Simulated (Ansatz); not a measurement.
Two shapes of triplet C4H6.

Shape 1:

```xyz
10

C    -0.0093   -0.0034    0.0014
C     1.4112   -0.0043   -0.0084
C    -0.7070    1.2203   -0.0089
C    -0.7070   -1.2331   -0.0056
H     1.9844   -0.9303   -0.0015
H     1.9697    0.9435    0.0004
H    -1.8084    1.2402   -0.0011
H    -0.1690    2.1840   -0.0034
H    -1.7913   -1.2480   -0.0044
H    -0.1868   -2.1776    0.0027
```

Shape 2:

```xyz
10

C     0.0384    0.0303   -0.0250
C     1.4018   -0.0457    0.0387
C    -0.7525    1.2246   -0.0476
C    -0.6753   -1.1992    0.0652
H     1.9887   -0.8852   -0.0054
H     2.0141    0.8914   -0.0359
H    -1.7288    1.2829    0.0098
H    -0.1768    2.1891    0.0796
H    -1.8535   -1.2413    0.0136
H    -0.1914   -2.1933   -0.0364
```

Basis set: STO-3G (spherical functions). Correlated methods keep 4 orbitals frozen. Charge 0, multiplicity 3.

Computed with Ansatz (development build ahead of 0.2.0); each method stands on the lowest determinant of its kind that the runs found.

**Question.** Which shape is lower in energy, and by how much in each method?

**Answer.**

| method | E(2) − E(1) (eV) |
| --- | --- |
| UHF | 0.919 |
| UHF-MP2 | 0.909 |

Shape 1 is lower. Caution: the unrestricted determinant is spin contaminated.
